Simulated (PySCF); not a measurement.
Working out the ionisation energy of P

P [Ne] 3s2 3p3 (4S) → P+ [Ne] 3s2 3p2 (3P). All numbers are calculated (PySCF 2.14, no relativity, point nucleus, in 6-31G* (4s3p1d, 18 functions)). Frozen: [Ne]. Energies in hartree (1 hartree = 27.21139 eV):

```csv
part,P (lower),P+ (upper)
UHF,-340.689008,-340.323679
CCSD correlation,-0.071904,-0.066151
(T),-0.000978,-0.000843
```

**Question.** What does Hartree-Fock give?

**Answer.** (-340.323679) − (-340.689008) = 0.365329 hartree = 9.941 eV.

**Question.** What do CCSD and CCSD(T) give?

**Answer.** The CCSD correlation energies differ by 0.005753 hartree = 0.157 eV and the triples by 0.000135 hartree = 0.004 eV, so CCSD gives 10.098 eV and CCSD(T) 10.102 eV.

Measured between the centres of the two terms (NIST): 10.526 eV, so CCSD(T) (valence) is off by -0.424 eV.

What remains against the reference includes basis incompleteness, the frozen core and higher excitations.
